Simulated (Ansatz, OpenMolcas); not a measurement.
A ladder of methods for CH3Al (SMILES C[Al])

CH3Al has 5 atoms, charge 0, and is taken as a singlet. As SMILES, `C[Al]`. The coordinates come from a PBE0-D4/def2-TZVP relaxation.

Each level gives the electronic atomisation energy (eV). The values are calculated. Electronic energies at fixed atoms, without zero-point motion or spin-orbit coupling.

| level | kind | program | value (eV) | CPU time (all runs) |
| --- | --- | --- | --- | --- |
| SVWN5/cc-pVTZ | LDA | OpenMolcas | 18.39 | 47 s |
| PBE/cc-pVTZ | GGA | Ansatz | 16.53 | 3.7 s |
| revPBE/cc-pVTZ | GGA | Ansatz | 16.08 | 4 s |
| M06-L/cc-pVTZ | meta-GGA | OpenMolcas | 16.44 | 1.7 min |
| r2SCAN0/cc-pVTZ | hybrid meta-GGA | Ansatz | 16.25 | 6.1 s |
| CAM-B3LYP/cc-pVTZ | range-separated hybrid | Ansatz | 16.44 | 4.2 s |
| HSE06/cc-pVTZ | range-separated hybrid | Ansatz | 16.38 | 4.3 s |
| wB97X/cc-pVTZ | range-separated hybrid | Ansatz | 16.43 | 12 s |

The values span 16.08 to 18.39 eV. CPU times are rough (shared hosts, several kinds of processor and program).
